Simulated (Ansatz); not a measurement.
PH₂⁺, triplet: reading a ladder of total energies

Geometry: a PBE0/def2-TZVP stationary point for this spin, not checked as a minimum.

```xyz
3

P     0.0000   -0.0418    0.0000
H     0.0000    0.6425   -1.2397
H     0.0000    0.6425    1.2397
```

Basis cc-pVTZ; Ansatz 0.2.0. Only valence electrons are correlated (noble-gas cores frozen), which leaves 6 electrons in 57 orbitals. Prefix R: restricted or restricted open-shell reference; prefix U: unrestricted.

Full CI isn't at hand for all of this; UCCSDT(Q) serves as the reference, and is uncertain by about the last step of the cluster series.

Runs differ by some tens of microhartree through their thresholds and, for an open shell, their frozen cores, so steps under 0.03 kcal/mol mean nothing.

| level | total energy (hartree) |
| --- | --- |
| UHF | -341.543412 |
| UMP2 | -341.644453 |
| UCCSD | -341.667795 |
| UCCSD(T) | -341.671470 |
| UCCSDT | -341.672302 |
| UCCSDT(Q) | -341.672385 |

Q: What is the correlation energy at UCCSDT(Q), and what share of it do UMP2 and UCCSDT recover?

A: E(corr) = -341.672385 − (-341.543412) = -0.128973 hartree = -3.510 eV. UMP2: -0.101041 / -0.128973 = 78.34 %. UCCSDT: -0.128890 / -0.128973 = 99.94 %.

Q: By how many kcal/mol does UCCSD(T) miss UCCSDT(Q) (1 hartree = 627.509 kcal/mol), and which steps make up the rest?

A: -341.671470 − (-341.672385) = 0.000915 hartree = 0.57 kcal/mol. Steps: UCCSDT − UCCSD(T) = -0.52, UCCSDT(Q) − UCCSDT = -0.05 kcal/mol. That is within 1 kcal/mol of the reference in this basis, which itself misses far more of the correlation at the basis-set limit.
